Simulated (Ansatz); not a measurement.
Species: CH₄, SMILES `C` (charge 0, multiplicity 1).

Problem. Give a relaxed geometry from PBE0-D3(BJ)/def2-TZVP (Ansatz, an electronic-structure program).

Solution. the end point of this relaxation (outside a Z-matrix the atoms follow the SMILES, hydrogens last).
Z-matrix (Å, degrees):
```
C
H 1 1.0896
H 1 1.0896 2 109.47
H 1 1.0896 2 109.47 3 -120.00
H 1 1.0896 2 109.47 4 -120.00
```
